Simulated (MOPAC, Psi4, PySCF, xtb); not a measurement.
Intermolecular potential of H2O ··· CH4O (SMILES O and CO). Monomers: optimised at B3LYP-D3(BJ) (def2-TZVP), held rigid. Orientation: a random orientation, not optimised. The monomers approach along the line of their centres of mass (distance R); nothing else relaxes.

Geometry at R = 3.91 Å (first 3 atoms: monomer A):
```
9

O     -0.0005     0.3896     0.0000
H     -0.7648    -0.1958     0.0000
H      0.7653    -0.1938     0.0000
C      1.0224    -0.3688     4.1530
O      1.2273     0.8164     3.3968
H      1.3926    -1.2597     3.6338
H      1.5848    -0.2527     5.0783
H     -0.0326    -0.5200     4.4072
H      0.7400     0.7435     2.5704
```

Levels of theory: RHF/3-21G = PySCF with restricted Hartree-Fock/3-21G, no counterpoise correction; GFN1-xTB (xtb); PM7, restricted, heats of formation (MOPAC); SAPT0/jun-cc-pVDZ, frozen core (Psi4).

Interaction energies in kJ/mol; the last columns give the difference from SAPT0:

```json
[
 {"R / Å": "3.34", "RHF/3-21G": "-29.66", "GFN1-xTB": "-14.21", "PM7": "-10.89", "SAPT0/jun-cc-pVDZ": "-11.51", "RHF/3-21G − SAPT0/jun-cc-pVDZ": "-18.15", "GFN1-xTB − SAPT0/jun-cc-pVDZ": "-2.71", "PM7 − SAPT0/jun-cc-pVDZ": "0.62"},
 {"R / Å": "3.48", "RHF/3-21G": "-25.82", "GFN1-xTB": "-12.55", "PM7": "-10.55", "SAPT0/jun-cc-pVDZ": "-10.67", "RHF/3-21G − SAPT0/jun-cc-pVDZ": "-15.15", "GFN1-xTB − SAPT0/jun-cc-pVDZ": "-1.88", "PM7 − SAPT0/jun-cc-pVDZ": "0.12"},
 {"R / Å": "3.72", "RHF/3-21G": "-18.63", "GFN1-xTB": "-9.25", "PM7": "-9.20", "SAPT0/jun-cc-pVDZ": "-8.50", "RHF/3-21G − SAPT0/jun-cc-pVDZ": "-10.13", "GFN1-xTB − SAPT0/jun-cc-pVDZ": "-0.75", "PM7 − SAPT0/jun-cc-pVDZ": "-0.71"},
 {"R / Å": "3.91", "RHF/3-21G": "-13.31", "GFN1-xTB": "-6.84", "PM7": "-7.95", "SAPT0/jun-cc-pVDZ": "-6.76", "RHF/3-21G − SAPT0/jun-cc-pVDZ": "-6.55", "GFN1-xTB − SAPT0/jun-cc-pVDZ": "-0.08", "PM7 − SAPT0/jun-cc-pVDZ": "-1.18"},
 {"R / Å": "4.08", "RHF/3-21G": "-9.33", "GFN1-xTB": "-5.06", "PM7": "-6.90", "SAPT0/jun-cc-pVDZ": "-5.42", "RHF/3-21G − SAPT0/jun-cc-pVDZ": "-3.92", "GFN1-xTB − SAPT0/jun-cc-pVDZ": "0.36", "PM7 − SAPT0/jun-cc-pVDZ": "-1.48"},
 {"R / Å": "4.31", "RHF/3-21G": "-5.41", "GFN1-xTB": "-3.27", "PM7": "-5.70", "SAPT0/jun-cc-pVDZ": "-3.96", "RHF/3-21G − SAPT0/jun-cc-pVDZ": "-1.45", "GFN1-xTB − SAPT0/jun-cc-pVDZ": "0.69", "PM7 − SAPT0/jun-cc-pVDZ": "-1.75"},
 {"R / Å": "4.59", "RHF/3-21G": "-2.62", "GFN1-xTB": "-1.90", "PM7": "-4.61", "SAPT0/jun-cc-pVDZ": "-2.68", "RHF/3-21G − SAPT0/jun-cc-pVDZ": "0.05", "GFN1-xTB − SAPT0/jun-cc-pVDZ": "0.77", "PM7 − SAPT0/jun-cc-pVDZ": "-1.94"},
 {"R / Å": "4.89", "RHF/3-21G": "-1.20", "GFN1-xTB": "-1.10", "PM7": "-3.77", "SAPT0/jun-cc-pVDZ": "-1.75", "RHF/3-21G − SAPT0/jun-cc-pVDZ": "0.55", "GFN1-xTB − SAPT0/jun-cc-pVDZ": "0.65", "PM7 − SAPT0/jun-cc-pVDZ": "-2.02"},
 {"R / Å": "5.44", "RHF/3-21G": "-0.28", "GFN1-xTB": "-0.43", "PM7": "-2.62", "SAPT0/jun-cc-pVDZ": "-0.79", "RHF/3-21G − SAPT0/jun-cc-pVDZ": "0.51", "GFN1-xTB − SAPT0/jun-cc-pVDZ": "0.36", "PM7 − SAPT0/jun-cc-pVDZ": "-1.84"},
 {"R / Å": "6.11", "RHF/3-21G": "0.05", "GFN1-xTB": "-0.11", "PM7": "-1.62", "SAPT0/jun-cc-pVDZ": "-0.26", "RHF/3-21G − SAPT0/jun-cc-pVDZ": "0.32", "GFN1-xTB − SAPT0/jun-cc-pVDZ": "0.15", "PM7 − SAPT0/jun-cc-pVDZ": "-1.35"},
 {"R / Å": "7.11", "RHF/3-21G": "0.18", "GFN1-xTB": "0.05", "PM7": "-0.61", "SAPT0/jun-cc-pVDZ": "0.01", "RHF/3-21G − SAPT0/jun-cc-pVDZ": "0.17", "GFN1-xTB − SAPT0/jun-cc-pVDZ": "0.03", "PM7 − SAPT0/jun-cc-pVDZ": "-0.62"},
 {"R / Å": "8.45", "RHF/3-21G": "0.18", "GFN1-xTB": "0.09", "PM7": "0.17", "SAPT0/jun-cc-pVDZ": "0.10", "RHF/3-21G − SAPT0/jun-cc-pVDZ": "0.09", "GFN1-xTB − SAPT0/jun-cc-pVDZ": "-0.01", "PM7 − SAPT0/jun-cc-pVDZ": "0.07"}
]
```

RHF/3-21G is furthest from SAPT0/jun-cc-pVDZ at 3.34 (-18.15 kJ/mol, below); its mean absolute difference over the points is 4.75 kJ/mol.

GFN1-xTB is furthest from SAPT0/jun-cc-pVDZ at 3.34 (-2.71 kJ/mol, below); its mean absolute difference over the points is 0.70 kJ/mol.

PM7 is furthest from SAPT0/jun-cc-pVDZ at 4.89 (-2.02 kJ/mol, below); its mean absolute difference over the points is 1.14 kJ/mol.
